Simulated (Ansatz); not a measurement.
Molecule (SMILES): [F][Al][F], doublet.
Atoms: Al1, F2, F3. Bonds: Al1-F2, Al1-F3.

Basis-set convergence of the optimised Al1-F2 bond length at B3LYP with Ansatz (a program for electronic structure). Cartesian d functions, on some or all atoms, in 6-311G**; all else is spherical. The program fits the integrals of some runs and decomposes those of others, by size. Open shells are unrestricted. No added dispersion term, no relativity. Reference: the value in def2-QZVPPD, 1.6519 Å, itself unsure by roughly 0.0011 Å (its mean distance from pcseg-3, def2-QZVPP, cc-pV(Q+d)Z).

```
basis              functions  optimised Al1-F2 bond length (Å)
-----------------  ---------  --------------------------------
STO-3G                    19                            1.6560
3-21G                     31                            1.6764
6-31G                     31                                 …
def2-SVP                  46                                 …
6-311G**                  63                            1.6715
aug-pcseg-1               73                                 …
def2-TZVPP               104                            1.6526
6-311++G(3df,3pd)        125                            1.6591
cc-pCVTZ                 145                                 …
```

What belongs in the gaps?


- 6-31G, optimised Al1-F2 bond length (Å): 1.7133
- def2-SVP, optimised Al1-F2 bond length (Å): 1.6650
- aug-pcseg-1, optimised Al1-F2 bond length (Å): 1.6784
- cc-pCVTZ, optimised Al1-F2 bond length (Å): 1.6554
